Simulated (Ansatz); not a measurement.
Relaxation of H7NOSi (10 atoms, charge 0, multiplicity 1), to a largest force component of 0.03 eV/Å in at most 50 steps.

These are results of RKS PBE-D4/6-31G* (Ansatz), not measurements.

```xyz
10
Properties=species:S:1:pos:R:3
Si -0.610 0.135 -0.375
H -0.018 -0.979 1.979
H 0.671 0.654 0.192
H -0.821 0.695 -1.757
N -0.729 -1.574 -0.651
H -0.418 -2.269 0.026
H -0.656 -1.916 -1.608
O -1.758 0.694 0.718
H -2.669 0.445 0.469
H -0.638 -0.644 2.085
```

Q: Where does it end, and by what steps?

A: The run converged. After 16 steps the energy has fallen by 0.193 eV; H2 moved furthest, 1.33 Å.

| step | energy less start (eV) | largest force component (eV/Å) | accepted |
| --- | --- | --- | --- |
| 0 | 0.0000 | 1.450 | yes |
| 1 | -0.1109 | 0.154 | yes |
| 2 | -0.1511 | 0.224 | yes |
| 3 | -0.1710 | 0.121 | yes |
| 4 | -0.1490 | 0.657 | no |
| 5 | -0.1747 | 0.265 | yes |
| 6 | -0.1792 | 0.126 | yes |
| 7 | -0.1815 | 0.065 | yes |
| 8 | -0.1843 | 0.134 | yes |
| 9 | -0.1866 | 0.145 | yes |
| 10 | -0.1887 | 0.113 | yes |
| 11 | -0.1897 | 0.171 | yes |
| 12 | -0.1912 | 0.078 | yes |
| 13 | -0.1923 | 0.044 | yes |
| 14 | -0.1930 | 0.044 | yes |
| 15 | -0.1931 | 0.080 | yes |
| 16 | -0.1934 | 0.026 | yes |

```xyz
10
Properties=species:S:1:pos:R:3
Si -0.602 0.229 -0.703
H -0.622 -1.314 3.113
H 0.739 0.871 -0.524
H -1.248 0.691 -1.982
N -0.612 -1.498 -0.849
H -0.039 -2.095 -0.254
H -0.790 -1.925 -1.757
O -1.411 0.740 0.681
H -2.296 0.332 0.764
H -0.764 -0.790 2.591
```

Time of the run: 36 s on 1 thread of Arm Neoverse V1, with other jobs on the host, peak memory 0.13 GiB.
